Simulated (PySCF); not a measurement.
## SMILES Cc1ccsc1, C₅H₆S

Geometry:
| atom | x (Å) | y (Å) | z (Å) |
| --- | --- | --- | --- |
| C1 | -1.878 | 0.038 | 0.184 |
| C2 | -0.421 | -0.287 | 0.046 |
| C3 | 0.602 | 0.698 | -0.146 |
| C4 | 1.843 | 0.160 | -0.246 |
| S5 | 1.806 | -1.545 | -0.114 |
| C6 | 0.105 | -1.540 | 0.081 |
| H7 | -2.471 | -0.865 | 0.348 |
| H8 | -2.259 | 0.531 | -0.715 |
| H9 | -2.053 | 0.713 | 1.028 |
| H10 | 0.405 | 1.763 | -0.204 |
| H11 | 2.782 | 0.679 | -0.391 |
| H12 | -0.431 | -2.472 | 0.214 |

Computed with UKS LC-wPBE/6-31G* four-point reorganisation energy, gas phase in PySCF. Geometry: LC-wPBE/6-31G*.

Task: What is the inner reorganisation energy for hole transfer, with the ionisation energy?

Result: λ = 0.241 (surface of the oxidised species) + 0.241 (surface of the starting species) = 0.482 eV. The ionisation energy is 8.70 eV vertical and 8.46 eV adiabatic without zero-point energy; at the relaxed geometry of the oxidised species the two energies differ by 8.22 eV. Largest bond changes: C6–C2 1.360 → 1.441 Å, C2–C3 1.433 → 1.390 Å, S5–C6 1.712 → 1.678 Å, C3–C4 1.357 → 1.384 Å, C4–S5 1.710 → 1.733 Å. ⟨S²⟩ of the relaxed oxidised species 0.784.
